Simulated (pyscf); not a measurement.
Thermochemistry of product channels of H₂N–Al(Cl)–Cl + H• on the doublet surface, in kcal/mol, from ωB97M-D3(BJ)/def2-TZVP energies (ideal gas, 1 atm, RRHO with modes under 100 cm⁻¹ raised to 100, one conformer, R ln 2 for chiral ones without a mode under 150 cm⁻¹). Single points on ωB97X-D3(BJ)/def2-SVP structures (PySCF, gas phase).

```
products                 ΔE  ΔH(298 K)  ΔG(600 K)  ΔG(1200 K)
--------------------  -----  ---------  ---------  ----------
NH₃ + [Cl–Al–Cl]•      -2.3       +2.4       -3.5        -6.4
[HN–Al(Cl)–Cl]• + H₂  +14.8      +13.0       +8.5        +4.1
```

These are energies of the channels, which say nothing of barriers.
